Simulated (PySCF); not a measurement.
Two structures of AlH5S, closed shell, reached by relaxing down either side of one saddle point (PBE0-D4/def2-TZVP). Energies are electronic, without zero-point energy. PySCF 2.14 with density fitting (its default auxiliary sets; JK sets also for MP2 and CCSD(T)); basis: def2-TZVPP and def2-QZVPP; cores frozen in the correlated methods. Extrapolation: Hartree–Fock as exp(−7.88 √X), correlation as X^−2.97. First:

Al1  (-0.944, -0.525, -0.201)
H2  (-0.989, -0.746, 1.380)
H3  (-0.481, -1.739, -1.127)
H4  (-1.837, 0.637, -0.833)
H5  (1.972, -0.048, 0.454)
S6  (1.243, 0.750, -0.344)
H7  (1.001, 1.627, 0.645)
(Å)

Second:

```
7
angstrom
Al -0.6148 -0.1926 -0.4120
H 0.4158 -1.0406 1.6006
H -0.7603 -1.6901 -0.8906
H -1.6125 0.5236 0.5835
H 1.0019 -0.7242 1.2482
S 0.9427 0.9962 -1.3948
H 0.6269 2.1209 -0.7305
```

Question: Which bonds change from the first to the second?

Answer: AlH₃ + H₂S → AlH₃S ([AlH2][SH]) + H₂; bonds formed: H2–H5; dative contacts that become bonds: Al1–S6; bonds broken: Al1–H2, H5–S6.

Question: Give the saddle point's structure and its height above each. (An estimate is asked for; the value comes from the calculation.)

Answer: The calculation gives: 58.8 kJ/mol above the first and 115.4 kJ/mol above the second (CCSD(T) at an estimated basis limit (MP2 extrapolated from triple and quadruple zeta, plus CCSD(T) − MP2 in triple zeta)).
```
7
angstrom
Al -0.7302 -0.4909 -0.0534
H 0.3639 -0.7438 1.2205
H -0.8464 -1.7957 -0.9351
H -1.8714 0.5205 0.3610
H 1.0198 -0.0888 0.4732
S 1.2075 0.7354 -0.8540
H 0.8569 1.8634 -0.2124
```

No T1 diagnostic of these runs exceeds 0.012.

Exchanges of this kind with a chalcogen hydride build sulfide and selenide films.

Labels in which every atom is bracketed show which atoms are joined, not bond orders.

For scale, one of the runs: CCSD(T)/def2-TZVPP, 154 basis functions, launched by `OMP_NUM_THREADS=4 python run.py`. Time: 45 s of wall clock on 4 CPU threads of an Intel Xeon Platinum 8488C; the host was shared. Peak host memory: 0.79 GiB.
